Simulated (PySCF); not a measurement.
Gas-phase reaction: 2 Si(CH3)4 + 3 C4H6 (butadiene) ⇌ 2 CH3SiH3 + 6 C3H5 (allyl)

Method: PySCF energies plus ideal-gas RRHO corrections (1 bar). S°(298 K) at PBE0/def2-TZVP differs from the NASA 1993 table for C3H5 (allyl) (-17 J/mol/K); whether the harmonic model or the table's entry is off was not settled. † marks an energy on the PBE0/def2-TZVP geometry and frequencies; other levels use their own. MP2 freezes the core. 6-31G* has spherical d functions here. Open shells (unrestricted): C3H5 (allyl) (multiplicity 2); the rest are closed-shell singlets. B3LYP is the form with VWN-RPA correlation. MP2 isn't extrapolated to the basis-set limit; its ΔH°(298 K) is 1171.1 kJ in def2-SVP and 1246.5 kJ in def2-TZVPP. The harmonic model lacks anharmonicity and excited electronic states, which grow with temperature; levels with a mode under 35 cm⁻¹ are left out. Internal rotation in Si(CH3)4, C4H6 (butadiene), CH3SiH3 is treated as a harmonic vibration of one conformer, which makes the entropy rough. Warning, spin contamination: C3H5 (allyl) (HF/6-31G*, MP2/def2-SVP†).

```csv
level,"ΔE electronic, kJ","ΔH°(298 K), kJ","ΔS°(298 K), J/K","ΔG°(2000 K), kJ"
B3LYP/6-31G*,988,907,513,-89
B3LYP/def2-TZVP†,976,898,514,-93
HF/6-31G*,610,507,524,-537
M06-2X/def2-TZVP†,1143,1065,514,74
MP2/def2-SVP†,1249,1171,514,180
PBE0/def2-SVP†,1037,959,514,-32
r2SCAN/def2-TZVP†,991,913,514,-78
ωB97X-V/def2-TZVP†,1097,1019,514,28
```
ΔH° is lowest at HF/6-31G* and highest at MP2/def2-SVP†. No reference value is set beside these.
